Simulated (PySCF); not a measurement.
H2N, charge -1, multiplicity 1.

```xyz
3

N      0.0000     0.0000    -0.1453
H      0.0000    -0.7960     0.5086
H      0.0000     0.7960     0.5086
```
Charge -1, spin multiplicity 1.

Geometry optimised at r2SCAN-D4/def2-TZVPD. The spin state was assumed, not searched. The isomer is the one that the SMILES or the coordinates give; other isomers of the formula were not compared.

Method: PBE0/pcSseg-2 (PySCF). Non-relativistic, no solvent.

Q: Give the absolute GIAO shielding of each atom: isotropic value and principal components (ppm). (An estimate is asked for; the answer gives what the named calculation found.)

A: 
```
atom  σ(iso)    σ11    σ22    σ33  span
----  ------  -----  -----  -----  ----
N1     316.0  280.3  319.8  347.8  67.5
H2      36.3   30.4   30.9   47.6  17.2
H3      36.3   30.4   30.9   47.6  17.2
```
